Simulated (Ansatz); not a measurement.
Input file:

```yaml
crystal:
  periodic: [false, false, false]
  atoms:
    - {symbol: H, position_ang: [-1.987247, 0.000000, 0.000000]}
    - {symbol: H, position_ang: [-1.140247, 0.000000, 0.000000]}
    - {symbol: B, position_ang: [0.165753, 0.000000, 0.000000]}
    - {symbol: H, position_ang: [0.674826, 0.000000, 1.077008]}
    - {symbol: H, position_ang: [0.674826, 0.000000, -1.077008]}
basis:
  gaussian: {orbitals: cc-pVTZ}
magnetization: {spin_polarized: false, initial_magnetization: 1}
correlation: {method: ccsdt_q, electrons: outside_noble_gas}
```

```sh
$ ansatz run in.yaml --threads 2 --pin off --events-out ev --progress --plain --max-ram 16896MiB --backend cuda --devices 0, --max-vram 18GiB
```

Q: Roughly how long does this take on 2 threads of AMD EPYC 7R13 with a shared H100 80 GB, shared host, and how much host memory?

A: 7 s wall and 0.87 GiB.

```
1031 factors; integrals over basis functions are off by at most 2.0e-7 eV
mean field evaluation 1: about -729.8343 eV, gradient 1.0e1 eV
mean field evaluation 2: about -729.8333 eV, gradient 1.0e1 eV
mean field evaluation 4: about -730.5281 eV, gradient 6.2e-1 eV
mean field evaluation 8: about -730.5356 eV, gradient 1.2e-3 eV
mean field evaluation 16: about -730.5327 eV, gradient 3.1e-1 eV
mean field evaluation 32: about -730.5317 eV, gradient 3.9e-1 eV
mean field evaluation 64: about -729.8471 eV, gradient 1.6e-1 eV
mean field -730.53561048 eV, -26.8466885105 hartree, gradient 5.0e-6 eV, S^2 0.750000; 6 other end points of the search recorded, 0 dependent functions left out
mean field evaluation 96: about -730.6868 eV, gradient 1.6e0 eV
determinant -730.53561048 eV, -26.8466885105 hartree, with singles and doubles -734.95220160 eV, -27.0089952405 hartree
determinant -729.84730499 eV, -26.8213937501 hartree, with singles and doubles -734.47663735 eV, -26.9915185765 hartree
determinant -730.53561048 eV, -26.8466885105 hartree, with singles and doubles -734.82081386 eV, -27.0041668298 hartree
determinant -729.84730499 eV, -26.8213937501 hartree, with singles and doubles -734.34084402 eV, -26.9865282637 hartree
1 core orbitals not correlated: weight in the atoms' cores, before any rotation towards them, 1.000 or more for the frozen orbitals, at most 0.000 for the correlated occupied ones
reference -730.53561048 eV, -26.8466885105 hartree; 4, 3 occupied and 81, 82 virtual orbitals, 1031 factors
second order -3.51388984 eV of doubles, -0.10331218 eV of singles
cycle   1  -4.10292642 eV  change   -4.8e-1 eV  update   5.2e-2
cycle   2  -4.37890284 eV  change   -2.8e-1 eV  update   2.1e-2
cycle   3  -4.39081338 eV  change   -1.2e-2 eV  update   6.7e-3
cycle   4  -4.39077084 eV  change    4.3e-5 eV  update   3.4e-3
cycle   5  -4.39240033 eV  change   -1.6e-3 eV  update   1.1e-3
cycle   6  -4.39195202 eV  change    4.5e-4 eV  update   5.0e-4
cycle   7  -4.39184898 eV  change    1.0e-4 eV  update   1.7e-4
cycle   8  -4.39203816 eV  change   -1.9e-4 eV  update   7.1e-5
cycle   9  -4.39201810 eV  change    2.0e-5 eV  update   3.0e-5
cycle  10  -4.39200075 eV  change    1.7e-5 eV  update   1.1e-5
cycle  11  -4.39200525 eV  change   -4.5e-6 eV  update   4.1e-6
cycle  12  -4.39201043 eV  change   -5.2e-6 eV  update   1.8e-6
cycle  13  -4.39201133 eV  change   -9.1e-7 eV  update   5.8e-7
cycle  14  -4.39201094 eV  change    3.9e-7 eV  update   2.8e-7
perturbative correction -0.00190825 eV, -0.0000701270 hartree
Total energy: -734.92952968 eV, -27.0081620626 hartree
```

For the same geometry and basis UCCSDT(Q) lies 0.2 meV lower.
